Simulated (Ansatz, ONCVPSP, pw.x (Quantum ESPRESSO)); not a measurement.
Equation-of-state test of one ONCV potential (chromium)

chromium (Cr), optimised norm-conserving Vanderbilt (ONCV), made with ONCVPSP 4.0.1.1 (patched build) (PBEsol, scalar-relativistic). Core [Ar], reference 3d5 4s1. Waves: 4s: rc 2.95 bohr, ncon 3, nbas 8, qcut 2 1/bohr, 2 projectors, debl 0.9 Ha; p scattering state at 0.18 Ha: rc 3.15 bohr, ncon 4, nbas 7, qcut 2.1 1/bohr, 3 projectors, debl 2.4 Ha; 3d: rc 1.70 bohr, ncon 4, nbas 8, qcut 9.4 1/bohr, 2 projectors, debl 2.9 Ha. Local part: polynomial inside 1.55 bohr (lpopt 3, dvloc0 0 Ha). Core correction: Teter function, fcfact 2, rcfact 1.

In the p channel the program set the typed energies aside and used 0.050, 2.450, 4.850 Ha.

Atomic tests: cutoffs needed: 33 Ha and 38 Ha (the cutoffs (Ha) at which the residual kinetic energy of the hardest occupied pseudo-wave falls to 1 and 0.1 mHa per electron); ghost test: no bound ghost flagged; GHOST(+) flagged for s at 31.2 eV, p at 189.1 eV; configuration tests: 1 of 4 tests not solved or not reliable.

Crystal test: sc Cr in pw.x 7.5, no spin, 14³ k-points, Fermi–Dirac smearing 0.01 Ry, cutoffs 90/360 Ry. The reference is all-electron LAPW (Ansatz 0.2.0) with the same functional, mesh and smearing; V0 and B0 come from Birch–Murnaghan fits to the pressures at five volumes. Errors are pseudo minus all-electron; Δ is the rms difference of the E(V) curves that follow from these fits, minima aligned, over ±6 % about the mean V0. Mesh and smearing are coarse, so the numbers serve the comparison and aren't converged zero-temperature values; the lattice is a test structure that the element need not adopt. Spin polarisation and strong correlation are left out, which matters for this element.

```json
{"V (Å³/atom)": "11.797", "P all-electron (GPa)": "9.31", "P pseudo (GPa)": "9.20"}
{"V (Å³/atom)": "12.108", "P all-electron (GPa)": "3.31", "P pseudo (GPa)": "3.96"}
{"V (Å³/atom)": "12.418", "P all-electron (GPa)": "-1.96", "P pseudo (GPa)": "-0.70"}
{"V (Å³/atom)": "12.728", "P all-electron (GPa)": "-6.60", "P pseudo (GPa)": "-4.83"}
{"V (Å³/atom)": "13.039", "P all-electron (GPa)": "-10.67", "P pseudo (GPa)": "-8.48"}
```

All-electron: a0 = 2.308 Å (V0 = 12.30 Å³/atom), B0 = 205.7 GPa.

Pseudopotential: mean pressure error (GPa): +1.15; a0 (Å): 2.313; a0 error (%): +0.19; B0 error (%): -13.6; Δ (meV/atom): 3.2. The largest radius (3.15 bohr) exceeds half the bond length (2.19 bohr), so the spheres overlap, which is one possible source of error among others. This is a poor potential for the solid. The generator flags a localised state at positive energy (s at 31 eV). Atomic configuration tests: 1 of 4 tests not solved or not reliable.

At the middle volume, how do free energy and pressure move when the wave cutoff is lowered (ecutrho kept at four times it)?

```tsv
cutoff (Ry)	shift of F (meV/atom)	shift of P (GPa)
40	+7538.5	-288.99
54	+1243.6	-94.15
72	+29.8	-4.91
```

The run at the middle volume (120 k-points, 8 iterations) took about 28 s on one core of a shared host (Neoverse-N1, 64 threads, 124 GiB, load 46).
